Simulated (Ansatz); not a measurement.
Cost and result for the atomization energy of `CC=C=C(O)Cl` (11 atoms, 10 bonds).

| atom | x (Å) | y (Å) | z (Å) |
| --- | --- | --- | --- |
| C1 | -0.778 | -0.839 | -1.469 |
| C2 | 0.313 | -0.767 | -0.450 |
| C3 | 0.496 | 0.214 | 0.389 |
| C4 | 0.676 | 1.197 | 1.223 |
| O5 | 0.162 | 1.321 | 2.470 |
| Cl6 | 1.656 | 2.559 | 0.833 |
| H7 | -0.353 | -0.912 | -2.475 |
| H8 | -1.388 | -1.735 | -1.318 |
| H9 | -1.423 | 0.038 | -1.425 |
| H10 | 1.006 | -1.610 | -0.426 |
| H11 | -0.367 | 0.535 | 2.650 |

Charge 0, multiplicity 1. All single points use the PBE0-D4/def2-TZVP geometry. It is one conformer, not always the lowest. Program: Ansatz. All runs use 4 threads of an Arm Neoverse V1 on a shared host. Times are those of one run each, without the atoms' runs, and a repeat can differ threefold. Electronic energies, without spin–orbit coupling; frozen cores. CCSD(T)/CBS adds CCSD(T) − MP2 in def2-TZVPP to the MP2 limit, and its time is that of the two runs behind it. T1 = 0.012. B3LYP takes the VWN-RPA correlation (the form of Gaussian; ORCA's B3LYP/G).

CCSD(T)/CBS is a level of theory with its own doubt, some kJ/mol a heavy atom from the limit and from the frozen cores, so smaller differences don't rank the functionals.

```json
{"level": "PBE-D4/def2-TZVPP (with forces)", "functions": "267", "wall time": "3 s", "atomization (kJ/mol)": "4691.9", "difference from CCSD(T)/CBS": "195.8", "per bond": "19.6"}
{"level": "PBE0-D4/def2-TZVPP", "functions": "267", "wall time": "3.5 s", "atomization (kJ/mol)": "4566.7", "difference from CCSD(T)/CBS": "70.6", "per bond": "7.1"}
{"level": "r2SCAN-D4/def2-TZVPP (with forces)", "functions": "267", "wall time": "5.5 s", "atomization (kJ/mol)": "4542.3", "difference from CCSD(T)/CBS": "46.2", "per bond": "4.6"}
{"level": "B3LYP-D4/def2-TZVPP (with forces)", "functions": "267", "wall time": "5.5 s", "atomization (kJ/mol)": "4508.1", "difference from CCSD(T)/CBS": "12.0", "per bond": "1.2"}
{"level": "B2PLYP/def2-TZVPP", "functions": "267", "wall time": "7 s", "atomization (kJ/mol)": "4463.4", "difference from CCSD(T)/CBS": "-32.7", "per bond": "-3.3"}
{"level": "ωB97X-V/def2-TZVPP", "functions": "267", "wall time": "8.5 s", "atomization (kJ/mol)": "4503.1", "difference from CCSD(T)/CBS": "7.0", "per bond": "0.7"}
{"level": "ωB97M-V/def2-TZVPP (with forces)", "functions": "267", "wall time": "13 s", "atomization (kJ/mol)": "4522.2", "difference from CCSD(T)/CBS": "26.1", "per bond": "2.6"}
{"level": "MP2/def2-QZVPP", "functions": "505", "wall time": "34 s", "atomization (kJ/mol)": "4569.9", "difference from CCSD(T)/CBS": "73.8", "per bond": "7.4"}
{"level": "CCSD(T)/def2-TZVPP", "functions": "267", "wall time": "4.5 min", "atomization (kJ/mol)": "4376.0", "difference from CCSD(T)/CBS": "-120.1", "per bond": "-12.0"}
{"level": "CCSD(T)/CBS(def2)", "functions": "–", "wall time": "5.1 min", "atomization (kJ/mol)": "4496.1", "difference from CCSD(T)/CBS": "0.0", "per bond": "0.0"}
```

In def2-TZVPP, CCSD(T) changes the Hartree–Fock value by +1196.2 kJ/mol (the triples alone add +91.5 kJ/mol) and MP2 by +1319.6 kJ/mol; breaking electron pairs costs correlation energy, which Hartree–Fock lacks. From PBE to PBE0 (25 % exact exchange), in def2-TZVPP and without D4, the atomization energy moves by −121.8 kJ/mol: exact exchange takes away binding that semilocal exchange gives to molecules. The D4 term adds +35.0 kJ/mol with B3LYP and +18.5 kJ/mol with PBE0; it sums over pairs of atoms, weighted by their polarisabilities, and B3LYP, whose exchange is more repulsive, gets the larger term.
